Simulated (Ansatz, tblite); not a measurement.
# [B2H7]-: a ladder of methods and basis sets

One table from this session's results is given with a row withheld; the runs are named, their logs left out.

The runs use Ansatz 0.2.0, Gaussian basis; as each input shows.

Levels to be run: GFN1-xTB, GFN2-xTB, PBE-D4/def2-TZVPD, r2SCAN-D4/def2-TZVPD, r2SCAN0-D4/def2-TZVPD, BHLYP-D4/def2-TZVPD, B3LYP-D4/def2-TZVPD, ωB97X-V/def2-TZVPD, CAM-B3LYP-D4/def2-TZVPD, HSE06-D4/def2-TZVPD, LC-ωPBE/def2-TZVPD, LC-ωPBE(0.10)/def2-TZVPD, LC-ωPBE(0.15)/def2-TZVPD, LC-ωPBE(0.20)/def2-TZVPD, LC-ωPBE(0.30)/def2-TZVPD, PBE-D4/def2-SVPD, PBE0-D4/def2-SVPD, HF/6-31G, B3LYP-D4/6-31G, CCSD(T)/def2-TZVPPD, MP2/def2-TZVPD, RPA/def2-TZVPD.

1 further run of the same task is left out (it didn't finish). Runs told in other sessions of the task aren't counted.

## The geometry

The geometry is that of the singlet, from an earlier relaxation (PBE0-D4/def2-TZVPD).

9 atoms, charge -1, spin multiplicity 1.

Bond lengths: B1–H2 1.313 Å, B1–H4 1.225 Å, B1–H5 1.215 Å, B1–H6 1.209 Å, H2–B3 1.313 Å, B3–H7 1.216 Å, B3–H8 1.225 Å, B3–H9 1.209 Å. Angles: H2–B1–H4 93.9°, H2–B1–H5 106.1°, H2–B1–H6 115.1°, H4–B1–H5 112.8°, H4–B1–H6 112.5°, H5–B1–H6 114.6°, B1–H2–B3 120.8°, H2–B3–H7 105.9°, H2–B3–H8 94.0°, H2–B3–H9 115.2°, H7–B3–H8 112.8°, H7–B3–H9 114.6°, H8–B3–H9 112.5°.

The ion is computed in the gas phase, without counter-ions or solvent.

PBE0-D4/def2-TZVPD was run before; its log isn't repeated, and its numbers join the tables.

The first run:

Tight binding, by tblite at 300 K electronic temperature and without a spin-polarisation term:

```python
tblite.interface.Calculator('GFN1-xTB', numbers, positions, charge=-1, uhf=0).singlepoint()
```

Tight binding, by tblite at 300 K electronic temperature and without a spin-polarisation term:

```python
tblite.interface.Calculator('GFN2-xTB', numbers, positions, charge=-1, uhf=0).singlepoint()
```

start.molden holds the orbitals of an earlier run on this state, given as this run's starting guess.

in.yaml reads:

```yaml
crystal:
  periodic: [false, false, false]
  atoms:
    - {symbol: B, position_ang: [0.868019, 0.359066, -0.649125]}
    - {symbol: H, position_ang: [-0.169782, 0.597123, 0.119058]}
    - {symbol: B, position_ang: [-0.859245, -0.389692, 0.642983]}
    - {symbol: H, position_ang: [0.772837, 1.422366, -1.249105]}
    - {symbol: H, position_ang: [1.832493, 0.320337, 0.089564]}
    - {symbol: H, position_ang: [0.755497, -0.597450, -1.380488]}
    - {symbol: H, position_ang: [-1.750012, -0.630493, -0.148432]}
    - {symbol: H, position_ang: [-1.241629, 0.271615, 1.600051]}
    - {symbol: H, position_ang: [-0.208167, -1.352872, 0.975504]}
basis:
  gaussian: {orbitals: def2-TZVPD, initial_orbitals: start.molden}
total_charge: -1
hamiltonian: {xc: pbe, dispersion: d4}
scf: {omitted_lower_state_checks: [starts]}
output: {forces: true, orbitals: {seedname: orbitals}}
```

Run with:

```sh
$ ansatz run in.yaml --threads 4 --pin off --events-out ev --progress --plain --max-ram 3916MiB
```

Steps of the session up to this table: PBE-D4/def2-TZVPD; r2SCAN-D4/def2-TZVPD; r2SCAN0-D4/def2-TZVPD; BHLYP-D4/def2-TZVPD; B3LYP-D4/def2-TZVPD; ωB97X-V/def2-TZVPD; CAM-B3LYP-D4/def2-TZVPD; HSE06-D4/def2-TZVPD; LC-ωPBE/def2-TZVPD; LC-ωPBE(0.10)/def2-TZVPD; LC-ωPBE(0.15)/def2-TZVPD; LC-ωPBE(0.20)/def2-TZVPD; LC-ωPBE(0.30)/def2-TZVPD; PBE-D4/def2-SVPD; PBE0-D4/def2-SVPD; HF/6-31G; B3LYP-D4/6-31G; CCSD(T)/def2-TZVPPD; MP2/def2-TZVPD; RPA/def2-TZVPD.

One table of the session follows, with a row left open; its other results are not shown here.

It belongs to the step «Levels side by side». 

```
                   level  HOMO (eV)  LUMO (eV)  gap (eV)
                HF/6-31G      -6.05      11.33     17.38
        PBE-D4/def2-SVPD      -1.67       4.07      5.74
       PBE-D4/def2-TZVPD      -1.69       3.48      5.17
    r2SCAN-D4/def2-TZVPD      -1.98       4.28      6.26
          B3LYP-D4/6-31G          ?          ?         ?
     B3LYP-D4/def2-TZVPD      -2.84       3.65      6.48
       PBE0-D4/def2-SVPD      -2.98       4.53      7.51
      PBE0-D4/def2-TZVPD      -3.00       3.83      6.83
   r2SCAN0-D4/def2-TZVPD      -3.20       4.35      7.54
     HSE06-D4/def2-TZVPD      -2.59       3.60      6.20
     BHLYP-D4/def2-TZVPD      -4.30       4.04      8.33
 CAM-B3LYP-D4/def2-TZVPD      -4.46       4.13      8.59
      LC-ωPBE/def2-TZVPD      -5.81       4.63     10.44
      ωB97X-V/def2-TZVPD      -5.48       4.69     10.17
LC-ωPBE(0.10)/def2-TZVPD      -3.17       4.35      7.53
LC-ωPBE(0.15)/def2-TZVPD      -3.81       4.49      8.30
LC-ωPBE(0.20)/def2-TZVPD      -4.36       4.55      8.91
LC-ωPBE(0.30)/def2-TZVPD      -5.21       4.61      9.82
```

Estimate the missing values for B3LYP-D4/6-31G.

As computed: HOMO (eV): -2.34; LUMO (eV): 7.34; gap (eV): 9.68. In the column «HOMO (eV)» it lies between HSE06-D4/def2-TZVPD (-2.59) and r2SCAN-D4/def2-TZVPD (-1.98).
